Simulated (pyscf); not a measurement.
HO–GaH–Cl + hydrogen (H₂) -> Cl–GaH₂ + water (H₂O) (four-centre exchange; singlet surface; Ga–O, H–H broken, Ga–H, H–O formed). PySCF, gas phase, ωB97X-D3(BJ)/def2-SVP geometries. Energies in kcal/mol from the separated reactants.

| level | barrier | reaction energy |
|---|---|---|
| PBE/def2-TZVP | 19.5 | +12.0 |
| r²SCAN/def2-TZVP | 20.2 | +13.8 |
| B3LYP-D3(BJ)/def2-TZVP | 23.3 | +12.4 |
| M06-2X/def2-TZVP | [?] | [?] |
| ωB97M-D3(BJ)/def2-TZVP | 23.1 | +11.1 |
| HF/def2-TZVP | [?] | +9.2 |

Q: Fill in the missing entries.

A: 
- M06-2X/def2-TZVP, barrier: 23.6
- M06-2X/def2-TZVP, reaction energy: +15.9
- HF/def2-TZVP, barrier: 34.0

The functionals in the table span 4.1 kcal/mol in this barrier, from PBE to M06-2X. On the product side the descent ends in an adduct with a Ga–O contact, 19.0 kcal/mol under the separated species and 29.5 kcal/mol under the saddle at ωB97X-D3(BJ)/def2-TZVP. What is counted as broken (Ga–O) persists as a longer contact in the product adduct; parting that adduct is a step of its own. At the saddle there is also a short Ga–H contact that neither side keeps. This is the saddle that the search found; another between the same sides may lie lower. Elements up to Kr have no core potential and no relativistic terms here.
